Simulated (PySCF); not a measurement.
# BH2Cl (SMILES BCl): NEVPT2(2,2)/STO-3G

Aim: the energy change on altering one bond length of BH2Cl at NEVPT2(2,2)/STO-3G, from 2 runs. Input form: a Python script.

Program for the calculation: PySCF 2.14.0.

10 further runs of the same task are left out: 10 set aside as unsound or not needed.

### 1 The molecule

BH2Cl: 4 atoms, total charge 0, spin state singlet. SMILES: `BCl`. Geometry: relaxed at PBE0-D4/def2-TZVP.

Bond lengths: B1–Cl2 1.733 Å, B1–H3 1.190 Å, B1–H4 1.190 Å. Angles: Cl2–B1–H3 118.1°, Cl2–B1–H4 118.1°, H3–B1–H4 123.7°.

### 2 A single-point energy at NEVPT2(2,2)/STO-3G

Contents of calc.py:

```python
import numpy
from pyscf import gto, scf, mp, mcscf, mrpt

mol = gto.Mole()
mol.atom = 'B -0.116700 0.021700 -0.075300; Cl 1.365000 -0.395300 0.721200; H -1.106200 -0.559500 0.240400; H -0.086600 0.872800 -0.906600'
mol.basis = 'sto-3g'
mol.verbose = 3
mol.max_memory = 1860
mol.build()

mf = scf.RHF(mol)
mf.conv_tol = 1e-10
mf.kernel()
if not mf.converged:
    mf = mf.newton().run(mf.mo_coeff, mf.mo_occ)

pt = mp.MP2(scf.addons.convert_to_uhf(mf)).run()
noons, natorbs = mcscf.addons.make_natural_orbitals(pt)
print('natural occupations', numpy.round(noons[:40], 4))
cas = mcscf.CASSCF(mf, 2, 2)
cas.fix_spin_(ss=0.0)
cas.natorb = True
cas.kernel(natorbs)
e_pt2 = mrpt.NEVPT(cas).kernel()
e_final = cas.e_tot + e_pt2
print('E = %.10f Eh' % e_final)
```

Started as:

```console
$ OMP_NUM_THREADS=1 python calc.py
```

Log:

```text
converged SCF energy = -480.128634949021
E(UMP2) = -480.173307396669  E_corr = -0.0446724476474794
E(SCS-UMP2) = -480.177985009886  E_corr = -0.0493500608644605
natural occupations [2.     2.     2.     2.     2.     1.9999 1.9996 1.999  1.9928 1.9895
 1.9894 1.9883 0.0127 0.0099 0.0096 0.0093]
CASSCF energy = -480.137503913768
CASCI E = -480.137503913768  E(CI) = -1.70763916521867  S^2 = 0.0000000
Sr    (-1)',   E = -0.00000000000018
Si    (+1)',   E = -0.00000000000567
Sijrs (0)  ,   E = -0.02468222109633
Sijr  (+1) ,   E = -0.00132834977100
Srsi  (-1) ,   E = -0.00087184387644
Srs   (-2) ,   E = -0.00019260400299
Sij   (+2) ,   E = -0.00095343057362
Sir   (0)' ,   E = -0.01008484433382
Nevpt2 Energy = -0.038113293660063
E = -480.1756172074 Eh
```

It took 0.99 s on 1 thread of Arm Neoverse V1, shared host; peak memory 0.12 GiB.

### 3 The distorted shape at the same level

Contents of run.py:

```python
import numpy
from pyscf import gto, scf, mp, mcscf, mrpt

system = gto.M(
    atom=[
    ('B', (-0.857556, 0.230202, -0.473553)),
    ('Cl', (1.365000, -0.395300, 0.721200)),
    ('H', (-1.847056, -0.350998, -0.157853)),
    ('H', (-0.827456, 1.081302, -1.304853)),
],
    verbose=3,
    max_memory=1860,
    basis='sto-3g',
)

myscf = scf.RHF(system)
myscf.conv_tol = 1e-10
myscf.kernel()
if not myscf.converged:
    myscf = myscf.newton().run(myscf.mo_coeff, myscf.mo_occ)

pt = mp.MP2(scf.addons.convert_to_uhf(myscf)).run()
noons, natorbs = mcscf.addons.make_natural_orbitals(pt)
print('natural occupations', numpy.round(noons[:40], 4))
cas = mcscf.CASSCF(myscf, 2, 2)
cas.fix_spin_(ss=0.0)
cas.natorb = True
cas.kernel(natorbs)
e_pt2 = mrpt.NEVPT(cas).kernel()
e_tot = cas.e_tot + e_pt2
print(f'total energy: {e_tot:.8f} hartree')
```

Started as:

```console
$ OMP_NUM_THREADS=1 python run.py
```

Log:

```text
converged SCF energy = -479.978643904634
E(UMP2) = -480.033261490022  E_corr = -0.0546175853875209
E(SCS-UMP2) = -480.041783085347  E_corr = -0.0631391807132291
natural occupations [2.     2.     2.     2.     2.     1.9999 1.9996 1.9994 1.998  1.9881
 1.9877 1.9478 0.0547 0.0099 0.0092 0.0057]
CASSCF energy = -480.020605219592
CASCI E = -480.020605219592  E(CI) = -1.18082086789070  S^2 = 0.0000000
Sr    (-1)',   E = 0.00000000000001
Si    (+1)',   E = -0.00000000000482
Sijrs (0)  ,   E = -0.02153924340428
Sijr  (+1) ,   E = -0.00172117708385
Srsi  (-1) ,   E = -0.00129087963539
Srs   (-2) ,   E = -0.00005816435173
Sij   (+2) ,   E = -0.00063826347602
Sir   (0)' ,   E = -0.00352656560730
Nevpt2 Energy = -0.028774293563380
total energy: -480.04937951 hartree
```

Wall time 0.76 s (1 thread of Arm Neoverse V1, shared host); peak memory 0.12 GiB.

### 4 Results

Level: NEVPT2(2,2)/STO-3G.

| quantity | value |
| --- | --- |
| first shape: total energy | -480.17562 Eh |
| first shape: dipole moment (Hartree–Fock density) | 1.50 D |
| first shape: HOMO energy (Hartree–Fock orbitals) | -10.58 eV |
| first shape: LUMO energy (Hartree–Fock orbitals) | 5.63 eV |
| first shape: HOMO–LUMO gap (Hartree–Fock orbitals) | 16.21 eV |
| distorted shape: total energy | -480.04938 Eh |
| distorted shape: dipole moment (Hartree–Fock density) | 4.86 D |
| distorted shape: HOMO energy (Hartree–Fock orbitals) | -8.74 eV |
| distorted shape: LUMO energy (Hartree–Fock orbitals) | 3.37 eV |
| distorted shape: HOMO–LUMO gap (Hartree–Fock orbitals) | 12.11 eV |
| energy change with the B1–Cl2 bond stretched from 1.733 to 2.600 Å | 3.435 eV |

**Reading.** With the B1–Cl2 bond stretched from 1.733 to 2.600 Å the energy rises by 3.44 eV (331 kJ/mol). The first shape isn't relaxed at this level, so the change isn't measured from a minimum. The minimal basis adds a large error of its own. Mulliken charges (first shape) of the mean-field density run from -0.22 on Cl2 to +0.29 on B1. Mulliken charges (distorted shape) of the mean-field density run from -0.40 on Cl2 to +0.40 on B1.
